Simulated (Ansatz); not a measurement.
A nudged elastic band was laid between two geometries of CH$_{3}$AlN (6 atoms, charge 1, multiplicity 1).

Method: Ansatz 0.2.0, RKS PBE0/def2-mTZVP.

```
movable images  : 5
climbing image  : yes
spring          : 5.0 eV/Å²
optimiser       : quadratic models (default)
start path      : through a guess of the saddle point
force threshold : 0.5 eV/Å
iteration limit : 60
end points      : relaxed
```

First end point:

```xyz
6
Properties=species:S:1:pos:R:3
C -0.632 -0.609 -0.236
N 0.388 0.057 -0.687
Al 0.121 0.514 1.084
H -1.223 -1.317 -0.816
H 0.755 -0.006 -1.641
H 0.590 1.362 2.295
```

Last end point:

```xyz
6
Properties=species:S:1:pos:R:3
C -0.426 -0.323 0.071
N 0.580 0.329 -0.387
Al -1.320 -0.257 2.167
H -0.865 -0.975 -0.692
H 0.922 0.244 -1.345
H 1.109 0.983 0.186
```

(1) Which bonds break or form, and what moves?

(2) What energy profile does the band end with?

(3) What is the geometry of the highest image?

Results:

(1) Bonds broken: N2–Al3, Al3–H6. Bonds formed: N2–H6.

(2) It converged. The highest image is number 3 of 0 to 6, 150.0 kJ/mol above the first end and 171.5 kJ/mol above the last; the last end lies 21.4 kJ/mol below the first. The threshold of 0.5 eV/Å is loose, so the images may lie well off the minimum-energy path. The order of the point at the top wasn't checked. The orbitals stay closed-shell, which can raise the energy where a bond breaks towards radicals; this wasn't checked here.

```
image  path coordinate (Å)  energy (kJ/mol)  N2–Al3 (Å)  Al3–H6 (Å)  N2–H6 (Å)
    0                 0.00              0.0        1.85        1.55       3.26
    1                 0.60             27.1        1.85        1.52       2.84
    2                 1.19             98.7        2.00        1.51       2.31
    3                 1.79            150.0        2.26        1.65       1.78
    4                 2.38             68.7        2.42        2.00       1.16
    5                 2.97             -7.2        2.86        2.72       1.02
    6                 3.56            -21.4        3.24        3.37       1.02
```

(3) 
```xyz
6
Properties=species:S:1:pos:R:3
C -0.598 -0.548 -0.154
N 0.382 0.145 -0.445
Al -0.408 0.301 1.665
H -1.167 -1.249 -0.756
H 0.923 0.264 -1.294
H 0.867 1.088 0.984
```

The run took 73 s on 1 thread of Intel(R) Xeon(R) Platinum 8259CL CPU @ 2.50GHz (Skylake/Cascade Lake), on a shared host, peak memory 0.14 GiB.
